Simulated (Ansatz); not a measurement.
## HGaAl, quartet: stretch scan

Starting geometry (PBE0/def2-TZVP stationary point for this spin, not checked as a minimum):

| atom | x (Å) | y (Å) | z (Å) |
| --- | --- | --- | --- |
| Al | 0.0000 | 0.0000 | 2.0585 |
| Ga | 0.0000 | 0.0000 | -0.2499 |
| H | 0.0000 | 0.0000 | -1.8086 |

From there Ga2, H3 move together along the line of the two atoms named below, all else staying in place; atoms are numbered as listed. Energies are in kJ/mol, counted from the starting geometry at the same level.

Basis 6-31G (Cartesian d functions); Ansatz 0.2.0. Only valence electrons are correlated (noble-gas cores and the filled d shells of p-block atoms frozen). Prefix R: restricted or restricted open-shell reference; prefix U: unrestricted. No spin–orbit coupling is included, and no scalar relativity.

Coupled cluster chose its determinant by trial CCSD, here up to 0.21 eV above the lowest Hartree–Fock solution of its kind, and MP2 stands on that determinant too. The reference follows the lowest state, whose symmetry changes along the scan.

Full CI is exact within this basis and frozen core; it isn't the basis-set limit. The frozen core follows each run's orbitals, which can shift R against U totals by a few meV for light atoms and by up to 0.1 eV past Ca.

```csv
distance Al1-Ga2 (Å),UMP2
1.892,200.2
2.128,37.2
2.308,0.0
2.490,3.5
2.841,58.1
3.141,115.8
3.665,162.5
4.228,172.4
4.966,176.2
6.218,177.1
7.933,177.7
```

**Question.** Estimate the full CI curve in 6-31G from this one, knowing how UMP2 errs.

**Answer.** The computed full CI values, in kJ/mol from the starting point, and the error of UMP2 against them:
```tsv
distance Al1-Ga2 (Å)	full CI	UMP2 less full CI
1.892	208.9	-8.7
2.128	41.7	-4.5
2.308	0.0	0.0
2.490	-2.3	5.8
2.841	40.7	17.4
3.141	85.5	30.3
3.665	138.4	24.2
4.228	163.0	9.4
4.966	173.5	2.6
6.218	176.7	0.5
7.933	177.3	0.4
```

Full CI's occupations show more than one leading determinant at 4.966.

The error spans 38.9 kJ/mol and is largest, 30.3 kJ/mol, at 3.141 Å.
